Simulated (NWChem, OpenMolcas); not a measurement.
## How basis sets differ on Si2H6O (disilanol)

Si2H6O has 9 atoms, charge 0, and is taken as a singlet. As SMILES, `O[SiH2][SiH3]`. The coordinates come from a PBE0-D4/def2-TZVP relaxation. This is one conformer, not always the lowest.

```
atom    x (Å)    y (Å)    z (Å)
   O  -1.6090   1.0399  -0.7620
  Si   0.0048   0.9331  -0.4159
  Si   0.5442  -1.0384   0.7386
   H  -1.9966   0.3414  -1.2908
   H   0.8306   0.9945  -1.6578
   H   0.3114   2.1252   0.4130
   H   2.0129  -1.1048   0.9745
   H   0.1462  -2.2282  -0.0662
   H  -0.1560  -1.1091   2.0495
```

Each level gives the dipole moment (D). The values are calculated.

| level | kind | program | value (D) |
| --- | --- | --- | --- |
| HF/ANO-RCC-MB (DKH2) | Hartree–Fock | OpenMolcas | 1.43 |
| HF/STO-3G | Hartree–Fock | NWChem | 1.17 |
| HF/3-21G | Hartree–Fock | NWChem | 1.59 |
| HF/ANO-RCC-VDZ (DKH2) | Hartree–Fock | OpenMolcas | 2.02 |
| HF/def2-SVPD | Hartree–Fock | OpenMolcas | 1.29 |

The values span 1.17 to 2.02 D. Magnitudes only. Sets without polarisation functions give poor dipoles.
